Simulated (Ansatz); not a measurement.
# SiH₃+ (singlet): the correlation ladder at scale of all distances = 1.118, cc-pVDZ

How much of the correlation energy of SiH₃+ (singlet) does each wave-function method recover here?

Program: Ansatz 0.2.0, Gaussian basis. Level of theory: cc-pVDZ, core rule «outside noble gas», up to 5 orbitals frozen. These are calculated values, not measurements.

To be run: UHF; CCSD(T) on RHF; BCCD(T) on RHF; CISD; CCSDT(Q) on RHF; CCSDTQ on RHF; CASSCF and MRCISD+Q, 2 electrons in 2 orbitals; CASSCF and NEVPT2, 2 electrons in 2 orbitals; CASSCF and MRCISD+Q, 6 electrons in 7 orbitals; CASSCF and NEVPT2, 6 electrons in 7 orbitals; Full CI.

8 further runs of the same task are left out: 2 for a known fault of the program, 6 that didn't finish.

### Step 1. The geometry

The geometry derives from a PBE0/def2-TZVP stationary point (not a proven minimum). All distances are scaled together.

4 atoms, charge 1, spin multiplicity 1.

Atoms are counted from 1 here; the program's logs count them from 0.

Bond lengths: Si1–H2 1.646 Å, Si1–H3 1.646 Å, Si1–H4 1.646 Å. Angles: H2–Si1–H3 120.0°, H2–Si1–H4 120.0°, H3–Si1–H4 120.0°.

### Step 2. UHF

in.yaml reads:

```yaml
crystal:
  periodic: [false, false, false]
  atoms:
    - {symbol: Si, position_ang: [0.000000, 0.000000, 0.000000]}
    - {symbol: H, position_ang: [1.645632, 0.015906, -0.000107]}
    - {symbol: H, position_ang: [-0.836591, 1.417202, -0.003248]}
    - {symbol: H, position_ang: [-0.809041, -1.433108, 0.003355]}
basis:
  gaussian: {orbitals: cc-pVDZ}
total_charge: 1
magnetization: {spin_polarized: true, initial_magnetization: 0}
hamiltonian: {xc: hf}
output: {orbitals: {seedname: orbitals}}
```

Command:

```
$ ansatz run in.yaml --threads 1 --pin off --events-out ev --progress --plain --max-ram 2393MiB
```

The runs that follow: CCSD(T) on RHF; BCCD(T) on RHF; CISD; CCSDT(Q) on RHF; CCSDTQ on RHF; CASSCF and MRCISD+Q, 2 electrons in 2 orbitals; CASSCF and NEVPT2, 2 electrons in 2 orbitals; CASSCF and MRCISD+Q, 6 electrons in 7 orbitals; CASSCF and NEVPT2, 6 electrons in 7 orbitals; Full CI.

Q: Predict the results of all the runs planned. Wanted: FCI below the RHF energy; RMP2 from FCI; RCCSD from FCI; RCCSD(T) from FCI; RCCSDT(Q) from FCI; NEVPT2 pair from FCI; MRCISD+Q pair from FCI; NEVPT2 valence from FCI; T1 diagnostic.

**Answer**, as computed:

```
                         quantity                                                                           value
         FCI below the RHF energy                                                                      -3.1722 eV
                    RMP2 from FCI                                                                      +814.7 meV
                   RCCSD from FCI                                                                       +77.6 meV
                RCCSD(T) from FCI                                                                       +21.1 meV
               RCCSDT(Q) from FCI                                                                        +0.6 meV
             NEVPT2 pair from FCI                                                                      +771.2 meV
           MRCISD+Q pair from FCI                                                                       -20.5 meV
          NEVPT2 valence from FCI                                                                      +527.4 meV
levels within 1 kcal/mol (43 meV)  RCCSD(T), BCCD(T), RCCSDT, RCCSDT(Q), RCCSDTQ, MRCISD+Q pair, MRCISD+Q valence
                    T1 diagnostic                                                                           0.011
   effectively unpaired electrons                                                                            0.05
```

In words: RCCSD(T) lands +21.1 meV from the yardstick (0.7 % of the correlation energy). MRCISD+Q pair falls below full CI: the +Q correction isn't variational, and the cores differ from full CI's. One determinant dominates. Of the multireference levels listed MRCISD+Q valence comes nearest in total energy (+15.7 meV), which doesn't show that its space is the better one. These misses are within one basis, not against nature.
